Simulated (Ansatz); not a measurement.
Reaction (SMILES): F[SiH2]F + 2 [H][H] (H2) → 2 F (HF) + [SiH4] (SiH4)
B3LYP-D3(BJ)/def2-TZVP geometries, fixed; electronic energies without zero-point terms.
Largest species:
```xyz
5

Si     0.2322    -0.1423     0.3567
F     -0.9008    -0.9574    -0.4083
F      0.3968     1.2663    -0.3659
H      1.4982    -0.8787     0.2366
H     -0.2130     0.0912     1.7376
```
Charge 0, spin multiplicity 1.

How fast the energy of full hydrogenation converges with the basis for several methods (Ansatz, a first-principles code): deviation from each method's own reference, in kcal/mol. References: CCSD(T) 58.52 kcal/mol, Hartree-Fock in cc-pV(Q+d)Z plus the correlation part extrapolated as X^-3 from cc-pV(T+d)Z and cc-pV(Q+d)Z; HF 59.07 kcal/mol, the value in aug-pcseg-3; MP2 59.98 kcal/mol, Hartree-Fock in aug-cc-pV(Q+d)Z plus the correlation part extrapolated as X^-3 from aug-cc-pV(T+d)Z and aug-cc-pV(Q+d)Z; PBE 52.06 kcal/mol, the value in aug-pcseg-3; PBE0 52.62 kcal/mol, the value in aug-pcseg-3; wB97M-V 57.26 kcal/mol, the value in aug-pcseg-3. All functions are spherical. In correlated methods cores are frozen. No added dispersion term, no relativity. Functionals ending in -V hold VV10 correlation. 

```tsv
basis	functions	CCSD(T)	HF	MP2	PBE	PBE0	wB97M-V
3-21G	35	19.71	?	20.45	25.38	18.34	18.16
def2-SV(P)	50	12.30	?	13.42	17.21	13.39	13.61
cc-pV(D+d)Z	61	-11.90	?	-9.75	3.18	-2.13	-1.81
aug-cc-pV(D+d)Z	96	-13.27	?	-12.38	-12.64	-12.24	-14.02
pcseg-2	122	-1.06	?	-0.39	-0.26	-0.69	-0.87
cc-pV(T+d)Z	127	-1.39	?	0.12	4.47	2.34	3.80
def2-TZVPD	141	-0.66	?	0.44	-0.23	-0.42	-0.60
jun-cc-pV(T+d)Z	154	-4.88	?	-3.77	-2.14	-2.46	-2.14
aug-cc-pV(T+d)Z	193	-2.68	?	-1.73	-1.17	-1.31	-1.06
cc-pV(Q+d)Z	234	-0.07	?	0.77	2.77	1.72	2.18
pcseg-3	250	-0.52	?	0.17	0.03	-0.01	0.03
def2-QZVPPD	274	-1.86	?	-1.19	-0.42	-0.47	-0.51
```

Question: What belongs in the gaps?

Answer: 
- 3-21G, HF: 10.33
- def2-SV(P), HF: 6.01
- cc-pV(D+d)Z, HF: -12.93
- aug-cc-pV(D+d)Z, HF: -12.41
- pcseg-2, HF: -1.17
- cc-pV(T+d)Z, HF: -0.99
- def2-TZVPD, HF: -0.90
- jun-cc-pV(T+d)Z, HF: -3.24
- aug-cc-pV(T+d)Z, HF: -1.63
- cc-pV(Q+d)Z, HF: 0.24
- pcseg-3, HF: -0.07
- def2-QZVPPD, HF: -0.65

Mean absolute deviation over pcseg-2, cc-pV(T+d)Z, def2-TZVPD, jun-cc-pV(T+d)Z, aug-cc-pV(T+d)Z: MP2 1.29, PBE0 1.44, HF 1.59, PBE 1.65, wB97M-V 1.70, CCSD(T) 2.13 kcal/mol.
